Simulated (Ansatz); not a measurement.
**What each rung costs and misses: atomization of C4H8, singlet**

Geometry (MP2(full)/6-31G*, from the G2/97 set):

| atom | x (Å) | y (Å) | z (Å) |
| --- | --- | --- | --- |
| C | 0.0000 | 1.0711 | 0.1476 |
| C | 0.0000 | -1.0711 | 0.1476 |
| C | -1.0711 | 0.0000 | -0.1476 |
| C | 1.0711 | 0.0000 | -0.1476 |
| H | 0.0000 | 1.9869 | -0.4501 |
| H | 0.0000 | 1.3429 | 1.2075 |
| H | 0.0000 | -1.9869 | -0.4501 |
| H | 0.0000 | -1.3429 | 1.2075 |
| H | -1.9869 | 0.0000 | 0.4501 |
| H | -1.3429 | 0.0000 | -1.2075 |
| H | 1.9869 | 0.0000 | 0.4501 |
| H | 1.3429 | 0.0000 | -1.2075 |

Measured, as an electronic atomization energy: 1148.6 kcal/mol (G2/97 heats of formation of molecule and atoms, with zero-point and thermal terms from B3LYP taken off; Curtiss et al., J. Chem. Phys. 106, 1063 (1997), Staroverov et al., J. Chem. Phys. 119, 12129 (2003)). The measured value holds scalar relativity and spin–orbit coupling, which all computed ones lack, and core correlation, which the wave-function levels lack. Atoms are taken at the same level; beside RHF, RMP2 and RCC rows they are unrestricted. The atoms' steps beyond CCSDT(Q) are taken from restricted open-shell runs, which share full CI's core. Ansatz 0.2.0; the 6-31G* set has Cartesian d functions; a miss is computed less measured; times are wall times on shared hosts and scatter by a factor of two or so.

| level | basis | miss (kcal/mol) | time of the run | hardware |
| --- | --- | --- | --- | --- |
| RCCSD(T) | STO-3G | 68.1 | 0.3 s | 1 CPU thread |
| BCCD(T) | STO-3G | 68.1 | 0.33 s | 1 CPU thread |
| SPW92 | STO-3G | 448.4 | 0.46 s | 1 CPU thread |
| PBE | STO-3G | 268.5 | 0.66 s | 1 CPU thread |
| SPW92 | 6-31G | 146.2 | 0.69 s | 1 CPU thread |
| B3LYP | STO-3G | 228.5 | 0.73 s | 1 CPU thread |
| SPW92 | cc-pVDZ | 143.4 | 0.97 s | 1 CPU thread |
| B2PLYP | STO-3G | 168.7 | 1 s | 1 CPU thread |
| PBE | 6-31G | 10.3 | 1 s | 1 CPU thread |
| CISD | STO-3G | 49.0 | 1.1 s | 1 CPU thread |
| PBE0 | 6-31G | -7.2 | 1.1 s | 1 CPU thread |
| r2SCAN | STO-3G | 235.0 | 1.2 s | 1 CPU thread |
| BCCD(T) | 6-31G | -143.0 | 1.3 s | 1 CPU thread |
| PBE0 | 6-31G* | 12.2 | 1.4 s | 1 CPU thread |
| RPA-PBE | 6-31G | -186.7 | 1.5 s | 1 CPU thread |
| B2PLYP | 6-31G | -62.4 | 1.6 s | 1 CPU thread |
| B3LYP | cc-pVDZ | -20.6 | 1.7 s | 1 CPU thread |
| PBE0 | cc-pVDZ | -3.0 | 1.8 s | 1 CPU thread |
| r2SCAN | 6-31G* | 2.6 | 2.5 s | 1 CPU thread |
| BCCD(T) | 6-31G* | -90.7 | 2.6 s | 1 CPU thread |
| RPA-PBE | cc-pVDZ | -110.2 | 2.7 s | 1 CPU thread |
| B2PLYP | cc-pVDZ | -35.1 | 2.8 s | 1 CPU thread |
| r2SCAN | cc-pVDZ | -9.9 | 3 s | 1 CPU thread |
| wB97M-V | STO-3G | 272.3 | 3 s | 1 CPU thread |
| PBE-QIDH | cc-pVTZ | 2.5 | 3.1 s | H100 + 2 CPU threads |
| CAM-B3LYP | cc-pVTZ | 1.7 | 3.6 s | H100 + 2 CPU threads |
| r2SCAN0 | cc-pVTZ | -7.0 | 4.5 s | H100 + 2 CPU threads |
| r2SCAN | cc-pVTZ | 2.1 | 4.8 s (with forces) | H100 + 2 CPU threads |
| B2PLYP | cc-pVQZ | -5.1 | 5.5 s | H100 + 2 CPU threads |
| B97M-V | cc-pVTZ | 3.2 | 5.5 s | H100 + 2 CPU threads |
| wB97M-V | 6-31G* | 17.4 | 5.5 s | 1 CPU thread |
| RHF | cc-pVTZ | -279.6 | 6 s | 1 CPU thread |
| wB97M-V | cc-pVQZ | 4.0 | 6 s | H100 + 2 CPU threads |
| wB97X-V | cc-pVDZ | -7.9 | 6 s | 1 CPU thread |
| PBE | cc-pVTZ | 19.5 | 6 s | H100 + 2 CPU threads |
| BCCD(T) | cc-pVTZ | -23.9 | 9 s | H100 + 2 CPU threads |
| CISD | 6-31G* | -147.4 | 15 s | 1 CPU thread |
| RCCSD(T) | cc-pVQZ | -10.5 | 16 s | H100 + 2 CPU threads |
| RCCSDTQ | STO-3G | 68.6 | 25 s | H100 + 2 CPU threads |
| RCCSDT(Q) | cc-pVDZ | -74.1 | 52 s | H100 + 2 CPU threads |

HF's time is that of a plain UHF run.

The smallest set from which on each level stays within 1 kcal/mol of its own cc-pVQZ value: RHF none (cc-pVTZ is 1.0 kcal/mol off); PBE cc-pVTZ; r2SCAN cc-pVTZ; B3LYP none (cc-pVTZ is 1.4 kcal/mol off); wB97M-V cc-pVTZ; B2PLYP none (cc-pVTZ is 5.0 kcal/mol off); RMP2 none (cc-pVTZ is 14.5 kcal/mol off); RCCSD(T) none (cc-pVTZ is 13.7 kcal/mol off).
